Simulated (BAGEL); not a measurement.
# HF/def2-SVPD (density fitting with cc-pvqz-jkfit) run of SiH4O2 (SMILES O[SiH2]O)

What is the vertical ionisation energy of SiH4O2 at HF/def2-SVPD (density fitting with cc-pvqz-jkfit)? 

The results are computed with BAGEL 1.2.2.

### Step 1. Starting point

SiH4O2: 7 atoms, total charge 0, spin state singlet. SMILES: `O[SiH2]O`. The shape is that of a PBE0-D4/def2-TZVP optimisation. This is one conformer, not always the lowest.

Bond lengths: O1–Si2 1.642 Å, Si2–O3 1.642 Å, O1–H4 0.958 Å, Si2–H5 1.481 Å, Si2–H6 1.481 Å, O3–H7 0.958 Å. Angles: O1–Si2–O3 113.5°, O1–Si2–H5 111.5°, O1–Si2–H6 103.9°, O3–Si2–H5 103.9°, O3–Si2–H6 111.5°, Si2–O1–H4 117.7°, Si2–O3–H7 117.7°, H5–Si2–H6 112.9°.

### Step 2. The energy at HF/def2-SVPD (density fitting with cc-pvqz-jkfit)

File input.json:

```json
{ "bagel": [

{
  "title": "molecule",
  "basis": "def2-svpd.json",
  "df_basis": "cc-pvqz-jkfit",
  "angstrom": true,
  "geometry": [
    { "atom": "O", "xyz": [      -1.385150,      -0.243860,      -0.354380 ] },
    { "atom": "Si", "xyz": [       0.051410,       0.422210,       0.079240 ] },
    { "atom": "O", "xyz": [       1.274030,      -0.668570,       0.183160 ] },
    { "atom": "H", "xyz": [      -1.456660,      -0.615580,      -1.234790 ] },
    { "atom": "H", "xyz": [       0.526670,       1.393040,      -0.933360 ] },
    { "atom": "H", "xyz": [      -0.229300,       1.048860,       1.391580 ] },
    { "atom": "H", "xyz": [       1.219010,      -1.336090,       0.868560 ] }
  ]
},

{ "title": "hf" },

{ "title": "print", "file": "orbitals.molden", "orbitals": true }

]}
```

The basis set def2-SVPD is read from a file made from the Basis Set Exchange's data (not shown).

Started as:

```console
$ BAGEL_NUM_THREADS=1 BAGEL input.json > input.out
```

The log of the run:

```text
* using 1 threads per process

  ===============================================================
  ===============================================================

  *** Geometry ***

  { "atom" : "O", "xyz" : [     -2.617554,     -0.460829,     -0.669681 ] },
  { "atom" : "Si", "xyz" : [      0.097151,      0.797861,      0.149742 ] },
  { "atom" : "O", "xyz" : [      2.407568,     -1.263414,      0.346122 ] },
  { "atom" : "H", "xyz" : [     -2.752688,     -1.163278,     -2.333415 ] },
  { "atom" : "H", "xyz" : [      0.995262,      2.632464,     -1.763795 ] },
  { "atom" : "H", "xyz" : [     -0.433314,      1.982058,      2.629705 ] },
  { "atom" : "H", "xyz" : [      2.303595,     -2.524844,      1.641341 ] },

  Number of auxiliary basis functions:      564

  Since a DF basis is specified, we compute 2- and 3-index integrals:
    o Being stored without compression. Storage requirement is 0.047 GB

  Number of basis functions:      102
  Number of electrons      :       34

    * METHOD: MOLECULE                             0.44

  *** RHF ***

  === Nuclear Repulsion ===
   120.4739519771

      * DIIS with orbital gradients will be used.

  === RHF iteration (def2-svpd.json) ===
      0       -440.56711300          0.02505147           0.09
      1       -440.74671177          0.01866496           0.09
      2       -440.87994466          0.00139562           0.09
      3       -440.88117296          0.00018924           0.09
      4       -440.88119758          0.00004399           0.09
      5       -440.88119919          0.00001118           0.09
      6       -440.88119930          0.00000253           0.09
      7       -440.88119930          0.00000069           0.09
      8       -440.88119930          0.00000020           0.09
      9       -440.88119930          0.00000007           0.09
     10       -440.88119930          0.00000002           0.09
     11       -440.88119930          0.00000000           0.09
    * SCF iteration converged.

    * Permanent dipole moment:
           (    0.041170,     0.338065,     0.063395) a.u.

    * METHOD: HF                                   1.30

    * METHOD: PRINT                                0.02

  ===============================================================
```

Run time: 2 s. Hardware: 1 thread of Intel Xeon Platinum 8259CL at 2.50GHz (Skylake/Cascade Lake), shared host; peak memory 0.14 GiB.

### Step 3. The doublet cation

File job.json:

```json
{ "bagel": [

{
  "title": "molecule",
  "basis": "def2-svpd.json",
  "df_basis": "cc-pvqz-jkfit",
  "angstrom": true,
  "geometry": [
    { "atom": "O", "xyz": [      -1.385150,      -0.243860,      -0.354380 ] },
    { "atom": "Si", "xyz": [       0.051410,       0.422210,       0.079240 ] },
    { "atom": "O", "xyz": [       1.274030,      -0.668570,       0.183160 ] },
    { "atom": "H", "xyz": [      -1.456660,      -0.615580,      -1.234790 ] },
    { "atom": "H", "xyz": [       0.526670,       1.393040,      -0.933360 ] },
    { "atom": "H", "xyz": [      -0.229300,       1.048860,       1.391580 ] },
    { "atom": "H", "xyz": [       1.219010,      -1.336090,       0.868560 ] }
  ]
},

{
  "title": "uhf",
  "charge": 1,
  "nopen": 1
},

{
  "title": "print",
  "file": "orbitals.molden",
  "orbitals": true
}

]}
```

The basis set def2-SVPD is read from a file made from the Basis Set Exchange's data (not shown).

Started as:

```console
$ BAGEL_NUM_THREADS=1 BAGEL job.json > job.out
```

The log of the run:

```text
* using 1 threads per process

  ===============================================================
  ===============================================================

  *** Geometry ***

  { "atom" : "O", "xyz" : [     -2.617554,     -0.460829,     -0.669681 ] },
  { "atom" : "Si", "xyz" : [      0.097151,      0.797861,      0.149742 ] },
  { "atom" : "O", "xyz" : [      2.407568,     -1.263414,      0.346122 ] },
  { "atom" : "H", "xyz" : [     -2.752688,     -1.163278,     -2.333415 ] },
  { "atom" : "H", "xyz" : [      0.995262,      2.632464,     -1.763795 ] },
  { "atom" : "H", "xyz" : [     -0.433314,      1.982058,      2.629705 ] },
  { "atom" : "H", "xyz" : [      2.303595,     -2.524844,      1.641341 ] },

  Number of auxiliary basis functions:      564

  Since a DF basis is specified, we compute 2- and 3-index integrals:
    o Being stored without compression. Storage requirement is 0.047 GB

  Number of basis functions:      102
  Number of electrons      :       34

    * METHOD: MOLECULE                             0.45

  *** Open-shell HF ***

  === Nuclear Repulsion ===
   120.4739519771

      * DIIS with orbital gradients will be used.

  === UHF iteration (def2-svpd.json) ===
      0       -440.10122449          0.05094956           0.19
      1       -440.27420671          0.04215152           0.18
      2       -440.36446050          0.02840392           0.20
      3       -440.45295333          0.00131939           0.20
      4       -440.45419995          0.00050745           0.23
      5       -440.45454957          0.00031800           0.24
      6       -440.45472770          0.00015812           0.19
      7       -440.45477743          0.00006667           0.21
      8       -440.45479140          0.00002799           0.21
      9       -440.45479547          0.00001474           0.21
     10       -440.45479618          0.00000899           0.22
     11       -440.45479651          0.00000514           0.19
     12       -440.45479659          0.00000281           0.22
     13       -440.45479661          0.00000127           0.20
     14       -440.45479661          0.00000061           0.19
     15       -440.45479661          0.00000029           0.19
     16       -440.45479661          0.00000015           0.19
     17       -440.45479661          0.00000009           0.18
     18       -440.45479661          0.00000008           0.19
     19       -440.45479661          0.00000007           0.19
     20       -440.45479661          0.00000006           0.19
     21       -440.45479661          0.00000005           0.20
     22       -440.45479661          0.00000004           0.20
     23       -440.45479661          0.00000003           0.21
     24       -440.45479661          0.00000002           0.19
     25       -440.45479661          0.00000002           0.24
     26       -440.45479661          0.00000001           0.24
     27       -440.45479661          0.00000001           0.19
     28       -440.45479661          0.00000001           0.19
    * SCF iteration converged.

    * S^2 (UHF) is 0.7995

    * Permanent dipole moment:
           (   -0.109127,    -0.896308,    -0.167870) a.u.

    * METHOD: UHF                                  6.08

    * METHOD: PRINT                                0.02

  ===============================================================
```

It took 6.9 s on 1 thread of Intel Xeon Platinum 8259CL at 2.50GHz (Skylake/Cascade Lake), shared host; peak memory 0.14 GiB.

### Step 4. Summary of results

At HF/def2-SVPD (density fitting with cc-pvqz-jkfit):

```
                                          quantity          value
                      singlet SiH4O2: total energy  -440.88120 Eh
                     singlet SiH4O2: dipole moment         0.88 D
                       singlet SiH4O2: HOMO energy      -12.57 eV
                       singlet SiH4O2: LUMO energy        2.07 eV
                     singlet SiH4O2: HOMO–LUMO gap       14.64 eV
                      doublet cation: total energy  -440.45480 Eh
                              doublet cation: ⟨S²⟩          0.799
vertical ionisation energy (to the doublet cation)      11.603 eV
```

In words: Removing an electron at fixed nuclei costs 11.60 eV (1120 kJ/mol). The negative HOMO energy of the first species, 12.57 eV, lies 0.97 eV above that difference.
